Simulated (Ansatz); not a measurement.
# BH5S: the cost of one run

Method: RKS PBE-D4/def2-SVP, in Ansatz 0.2.0.

## Step 1: The structure to begin with

Bond lengths: B1–S2 2.204 Å, B1–H3 1.162 Å, B1–H4 1.161 Å, B1–H5 1.378 Å, S2–H7 1.335 Å. Angles: B1–S2–H7 95.2°, S2–B1–H3 108.6°, S2–B1–H4 107.5°, S2–B1–H5 54.5°, H3–B1–H4 125.2°, H3–B1–H5 118.0°, H4–B1–H5 116.3°.

Coordinates:

```xyz
7

B    -0.1649   -0.6425   -0.2974
S     1.0328    1.2044   -0.1801
H    -1.1803   -0.3949   -0.8042
H     0.5494   -1.5015   -0.6129
H     0.1604    0.0272    0.8623
H    -0.3802   -0.7209    1.1976
H    -0.0173    2.0283   -0.1653
```

## Step 2: A restrained relaxation towards end A

Springs on the bonds that form and break draw the guess towards this end; the thresholds are loose.

Input file input.yaml:

```yaml
crystal:
  periodic: [false, false, false]
  atoms:
    - { symbol: B, position_ang: [-0.1649, -0.6425, -0.2974] }
    - { symbol: S, position_ang: [1.0328, 1.2044, -0.1801] }
    - { symbol: H, position_ang: [-1.1803, -0.3949, -0.8042] }
    - { symbol: H, position_ang: [0.5494, -1.5015, -0.6129] }
    - { symbol: H, position_ang: [0.1604, 0.0272, 0.8623] }
    - { symbol: H, position_ang: [-0.3802, -0.7209, 1.1976] }
    - { symbol: H, position_ang: [-0.0173, 2.0283, -0.1653] }
basis:
  gaussian: { orbitals: def2-SVP }
hamiltonian:
  xc: pbe
  dispersion: d4
relax:
  f_tol: 0.15
  max_steps: 25
  restrain:
    - { distance: [0, 5], at: 2.45, k: 30.0 }
    - { distance: [4, 1], at: 2.66, k: 30.0 }
    - { distance: [0, 1], at: 1.89, k: 30.0 }
    - { distance: [4, 5], at: 0.62, k: 30.0 }
output:
  orbitals: {}
```

Started as:

```sh
$ ansatz run input.yaml --threads 1 --pin off --max-ram 2048MiB --backend cpu --events-out ev --progress --plain --runs-dir out
```

What time and memory should one allow on 1 thread of Arm Neoverse V1, shared host?

About 10 s, with a peak of 0.1 GiB.
